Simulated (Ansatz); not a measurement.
## How well does each level of theory give the bulk modulus B0 of zinc-blende InSb?

Reference value: 46.1 GPa (measured, 0 K value with the zero-point phonon effect removed; as tabulated in Mejia-Rodriguez and Trickey (2018), arXiv:1807.09216).

Task: What do LDA, PBE, r²SCAN, r²SCAN+SOC, PBE0 give, and how far is each from the reference?

Result: 
```json
[
 {"level (code)": "LDA (Ansatz)", "value (GPa)": "46.6", "cell (Å³/atom)": "33.54", "error (%)": "+1.1"},
 {"level (code)": "PBE (Ansatz)", "value (GPa)": "36.7", "cell (Å³/atom)": "36.51", "error (%)": "-20"},
 {"level (code)": "r²SCAN (Ansatz)", "value (GPa)": "43.3", "cell (Å³/atom)": "35.22", "error (%)": "-6.1"},
 {"level (code)": "r²SCAN+SOC (Ansatz)", "value (GPa)": "43.2", "cell (Å³/atom)": "35.22", "error (%)": "-6.3"},
 {"level (code)": "PBE0 (Ansatz)", "value (GPa)": "45.4", "cell (Å³/atom)": "34.93", "error (%)": "-1.5"}
]
```

Nearest, and too close to rank with a margin of 5.0 % (twice that across the reference) picked here for doubts on the reference and the settings: LDA (+1.1 %), PBE0 (-1.5 %), r²SCAN (-6.1 %), r²SCAN+SOC (-6.3 %). PBE (-20 %) lies farthest from it. Within 15 %: LDA, r²SCAN, r²SCAN+SOC, PBE0. Of the first-principles levels, DFT without exact exchange (LDA, r²SCAN, r²SCAN+SOC) would do here.

Each level is taken at its own relaxed cell. Cutoffs and k meshes differ between the levels. Ansatz's density-functional and Hartree–Fock values are scalar-relativistic unless marked +SOC, with PAW data made under PBE.

Differences are worked out from the printed values.

Ansatz is a first-principles code.
